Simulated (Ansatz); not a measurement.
# SiCO (triplet): wave-function methods side by side, cc-pVDZ

Aim: climb from Hartree-Fock through coupled cluster and multireference methods for SiCO (triplet) at one geometry and basis, and see what each rung misses.

Program: Ansatz 0.2.0, Gaussian basis. Level of theory: cc-pVDZ, core rule «outside noble gas», up to 7 orbitals frozen. These are calculated values, not measurements.

Plan: UHF; CCSD(T) on ROHF; CCSD(T) on UHF; BCCD(T) on ROHF; CISD; CCSDT(Q) on ROHF; CCSDT(Q) on UHF; CASSCF and MRCISD+Q, 14 electrons in 12 orbitals; CASSCF and NEVPT2, 14 electrons in 12 orbitals.

4 further runs of the same task are left out: 4 set aside as unsound or not needed.

### Step 1. The geometry

The geometry is a PBE0/def2-TZVP stationary point (not a proven minimum) of the parent state, kept for this charge and spin.

3 atoms, charge 0, spin multiplicity 3.

Atoms are counted from 1 here; the program's logs count them from 0.

Bond lengths: C1–O2 1.168 Å, O2–Si3 1.859 Å. Angles: C1–O2–Si3 180.0°.

### Step 2. UHF

in.yaml reads:

```yaml
crystal:
  periodic: [false, false, false]
  atoms:
    - {symbol: C, position_ang: [0.000000, 0.000000, -1.398000]}
    - {symbol: O, position_ang: [0.000000, 0.000000, -0.230400]}
    - {symbol: Si, position_ang: [0.000000, 0.000000, 1.628400]}
basis:
  gaussian: {orbitals: cc-pVDZ}
magnetization: {spin_polarized: true, initial_magnetization: 2}
hamiltonian: {xc: hf}
output: {orbitals: {seedname: orbitals}}
```

Started as:

```bash
> ansatz run in.yaml --threads 1 --pin off --events-out ev --progress --plain --max-ram 4096MiB --backend cpu
```

After this run come: CCSD(T) on ROHF; CCSD(T) on UHF; BCCD(T) on ROHF; CISD; CCSDT(Q) on ROHF; CCSDT(Q) on UHF; CASSCF and MRCISD+Q, 14 electrons in 12 orbitals; CASSCF and NEVPT2, 14 electrons in 12 orbitals.

Before running them: what should the planned runs give, taken together? Wanted: UCCSDT(Q) below the RHF energy; RMP2 from UCCSDT(Q); UMP2 from UCCSDT(Q); RCCSD from UCCSDT(Q); RCCSD(T) from UCCSDT(Q); UCCSD(T) from UCCSDT(Q); RCCSDT(Q) from UCCSDT(Q); NEVPT2 valence from UCCSDT(Q); MRCISD+Q valence from UCCSDT(Q).

As calculated:

```
                         quantity                      value
   UCCSDT(Q) below the RHF energy                -10.6578 eV
              RMP2 from UCCSDT(Q)              +109.5 kJ/mol
              UMP2 from UCCSDT(Q)              +112.2 kJ/mol
             RCCSD from UCCSDT(Q)               +46.0 kJ/mol
          RCCSD(T) from UCCSDT(Q)                +6.7 kJ/mol
          UCCSD(T) from UCCSDT(Q)                +6.9 kJ/mol
         RCCSDT(Q) from UCCSDT(Q)                +0.9 kJ/mol
    NEVPT2 valence from UCCSDT(Q)              +163.5 kJ/mol
  MRCISD+Q valence from UCCSDT(Q)               +18.0 kJ/mol
levels within 1 kcal/mol (43 meV)  RCCSDT, UCCSDT, RCCSDT(Q)
                    T1 diagnostic                      0.035
   effectively unpaired electrons                       2.04
```

**Reading.** RCCSD(T) lands +6.7 kJ/mol from the yardstick (0.7 % of the correlation energy). One determinant dominates. Of the multireference levels listed MRCISD+Q valence comes nearest in total energy (+18.0 kJ/mol), which doesn't show that its space is the better one. These misses are within one basis, not against nature; the frozen cores of restricted and unrestricted runs differ, which can shift their rows.
